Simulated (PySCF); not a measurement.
Species: C3H6O2S (charge +1 and doublet state).
Z-matrix (Å and degrees, GFN2-xTB geometry), rows numbered from 1:
```
C 
C   1  1.2931
S   2  1.9073  1  119.49
C   3  1.8153  2  101.14  1   113.62
O   3  1.4190  2  105.93  1    -2.25
O   3  1.4209  2  103.25  1  -131.60
H   1  1.0910  2  121.09  3   178.70
H   1  1.0831  2  125.01  3    -1.28
H   2  1.0767  1  132.69  3  -175.09
H   4  1.0887  3  105.90  2  -179.18
H   4  1.0847  3  108.63  2    62.11
H   4  1.0844  3  108.45  2   -60.66
```

The hyperfine couplings belong to this conformer and change with its torsions.

As a line formula: `[CH2][CH+]S(C)(=O)=O` [radical] (charge +1).

The calculation used UKS B3LYP, pcH-1 on C H O S, non-relativistic, mean-field spin-orbit, GIAO (PySCF 2.14.0). Isolated species at its GFN2-xTB geometry (one conformer only). A GFN2-xTB geometry isn't a minimum of the functional, and hyperfine couplings can be far from their values at a DFT geometry, by a factor of two or more for some ions and for spin on atoms past the first row. The SCF solution wasn't tested for stability.

Task: What is the g tensor, term by term?

Result: 
| Δg (ppt) | 1 | 2 | 3 |
| --- | --- | --- | --- |
| relativistic mass correction | -0.23 | -0.23 | -0.23 |
| gauge correction | 0.00 | 0.03 | 0.04 |
| orbital Zeeman/spin–orbit | 0.61 | 8.77 | 10.83 |
| total | 0.38 | 8.57 | 10.64 |

So g = 2.00269, 2.01089, 2.01296 and g_iso = 2.00885; the tensor is rhombic: the two nearest values differ by 20 % of g3 − g1. Axes: g2 points within 8° of the S3–O5 bond.

Task: How much does each term add to the isotropic shift?

Result: The orbital-Zeeman/spin–orbit term 6.74, the mass correction -0.23 and the gauge correction 0.02 ppt, for a total of 6.53 ppt. The orbital-Zeeman/spin–orbit term is the largest in size. The mass correction is the same along every axis, so the anisotropy comes from the other two: their spans along these axes are 0.04 (gauge) and 10.22 ppt (orbital Zeeman/spin–orbit).

Task: What are the electron Larmor frequencies g μB B/h along the three axes at 1200 mT?

Result: 33.6363, 33.7738, 33.8086 GHz for g1, g2 and g3, a range of 172.3 MHz.

Task: In a frozen sample, at which fields do the three g values resonate at 9.5, 34, 94 and 263 GHz (hyperfine left aside), and which band first spreads them over more than twice a line width of 1.0 mT?

Result: 
```
band    GHz  B(g3) mT  B(g2) mT  B(g1) mT  spread mT
   X    9.5    337.19    337.54    338.92       1.73
   Q   34.0   1206.79   1208.04   1212.98       6.18
   W   94.0   3336.43   3339.87   3353.52      17.09
   J  263.0   9334.91   9344.52   9382.73      47.83
```

The spread grows in proportion to the frequency. Q band is the first where it exceeds 2.0 mT.

The largest Mulliken spin populations are on O6 (+0.33), C2 (+0.28), O5 (+0.20) and C4 (+0.11). Three atoms exceed +0.15.

The HOMO–LUMO gaps are 7.90 eV among the α and 2.14 eV among the β orbitals.

Hardware: one thread of an Arm Neoverse N1, no GPU, shared host. Cost: 74 s (grids of density and orbitals included), 0.86 GiB resident at most.

The SMILES draws the unpaired electron on C1; the largest computed Mulliken spin population is on O6 (0.33 against 0.03).
